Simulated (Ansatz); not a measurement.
BaGdCuS3 (Cmcm, No. 63; cell taken from a computed entry) was calculated with HSE06+SOC (plane waves, PAW; Ansatz, a program for electronic structure).

Settings: plane-wave cutoff 460 eV, 6×6×2 k mesh (along the axes of the cell as run), Fermi–Dirac smearing 0.01 eV, spin-polarised start, PAW data made under PBE.

Cell (relaxed with PBEsol):

Space group Cmcm (No. 63); a = 3.976 Å, b = 13.303 Å, c = 10.196 Å, α = β = γ = 90.00°

```
atom  site  symmetry       x       y       z
----  ----  --------  ------  ------  ------
Ba      4c       m2m  0.0000  0.7440  0.2500
Gd      4a     2/m..  0.0000  0.0000  0.0000
Cu      4c       m2m  0.0000  0.4687  0.2500
S       8f       m..  0.0000  0.3665  0.0668
S       4c       m2m  0.0000  0.0663  0.2500
```
(The calculation used a cell of 12 atoms; values per cell refer to that cell.)

### Question
Give the computed band gap, smallest direct gap on the k points sampled and Γ–Γ gap.

### Answer

- band gap: 1.81 eV (on the SCF k mesh) (indirect)
- smallest direct gap on the k points sampled: 2.08 eV
- Γ–Γ gap: 2.50 eV

Note: the magnetic order was assumed, not searched for or taken from measurement; the state of the 4f shell is in doubt; cell and atoms aren't relaxed at this level (largest force component 0.24 eV/Å, pressure 3.5 GPa).

Static lattice: no zero-point or thermal effects.
